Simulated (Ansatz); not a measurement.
Born–Oppenheimer molecular dynamics of H₆N₂Si (9 atoms, charge 0, multiplicity 1). It starts from a relaxed structure.

These are results of RKS PBE0-D4/def2-SVP (Ansatz), not measurements.

* ensemble: NVE (Milne-controlled integrator)
* time step: 0.5 fs
* steps asked: 100
* starting velocities drawn for: 500 K
* seed: 614125

First frame:

```xyz
9
Properties=species:S:1:pos:R:3
Si 0.045 -0.074 -0.038
H -0.058 -0.155 1.458
N 1.621 -0.027 -0.735
H 2.286 -0.773 -0.570
H 2.082 0.858 -0.907
H -0.559 1.237 -0.451
N -0.729 -1.520 -0.569
H -1.440 -1.963 -0.001
H -0.859 -1.713 -1.555
```

Problem. How far do the bonds stretch over the last three quarters of this one trajectory? (Pairs bonded in most of those frames.)

Solution. 
| bond | mean (Å) | spread (Å) | shortest | longest |
| --- | --- | --- | --- | --- |
| Si1–H2 | 1.504 | 0.045 | 1.44 | 1.57 |
| Si1–N3 | 1.725 | 0.019 | 1.70 | 1.75 |
| Si1–H6 | 1.504 | 0.028 | 1.47 | 1.55 |
| Si1–N7 | 1.724 | 0.013 | 1.70 | 1.74 |
| N3–H4 | 1.012 | 0.014 | 0.99 | 1.03 |
| N3–H5 | 1.012 | 0.004 | 1.00 | 1.02 |
| N7–H8 | 1.021 | 0.049 | 0.95 | 1.09 |
| N7–H9 | 1.016 | 0.025 | 0.98 | 1.06 |

Mean temperature of the second half: 220 K. The conserved energy stayed within 0.087 meV per atom of its start (net change -0.011 meV per atom), so the integration is sound. A run of 0.05 ps of so small a system gives no equilibrium averages.

Run time: 6 min on 1 thread of Arm Neoverse N1, on a shared host, peak memory 0.13 GiB.
